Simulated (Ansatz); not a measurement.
## Ansatz (development build ahead of 0.2.0) run

```yaml
crystal:
  periodic: [false, false, false]
  atoms:
    - { symbol: C, position_ang: [0.00509, -0.03897, -0.76074] }
    - { symbol: C, position_ang: [0.0487, 0.65105, 0.48549] }
    - { symbol: C, position_ang: [-0.01942, -0.70987, 0.55163] }
    - { symbol: H, position_ang: [0.90282, 0.00269, -1.42856] }
    - { symbol: H, position_ang: [-0.94756, 0.0258, -1.58118] }
    - { symbol: H, position_ang: [0.05538, 1.58015, 1.01565] }
    - { symbol: H, position_ang: [-0.02201, -1.50296, 1.00283] }
basis:
  gaussian: { orbitals: def2-SVP }
hamiltonian:
  xc: hf
correlation:
  method: mp2
  frozen_orbitals: { C: 1, H: 0 }
```

The input is written out in the form of the current development build from the run's settings.

Results

```json
{"Converged": "yes", "Reference energy": "-115.68610 hartree", "Correlation energy": "-0.40576 hartree", "Total energy": "-116.09186 hartree", "Spin squared of the determinant": "0.000"}
```

Caution: bonds are stretched, where a single reference can fail; stretched shape with no unrestricted run beside it, a lower state can exist.
